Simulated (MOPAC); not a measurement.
MOPAC input (AM1):

```
AM1 PRECISE GNORM=0.05 LET XYZ UHF MS=0.5 GEO-OK AUX(PRECISION=9) THREADS=1
C2H6N

C    -0.11732593 1   -0.15223322 1    1.26606261 1
N     0.09657573 1    0.48373527 1    0.05773286 1
C     0.01340334 1   -0.28201973 1   -1.16935247 1
H     0.04882662 1    0.42807190 1    2.16176395 1
H    -0.86487752 1   -0.93328472 1    1.27785534 1
H     0.83640544 1    1.16927281 1    0.06627815 1
H     0.78928037 1   -1.05561135 1   -1.24473288 1
H     0.09720524 1    0.38619936 1   -2.02630962 1
H    -0.95933461 1   -0.77527729 1   -1.21924583 1
```

Question: What heat of formation does the run end on?

Answer: 16.91 kcal/mol.
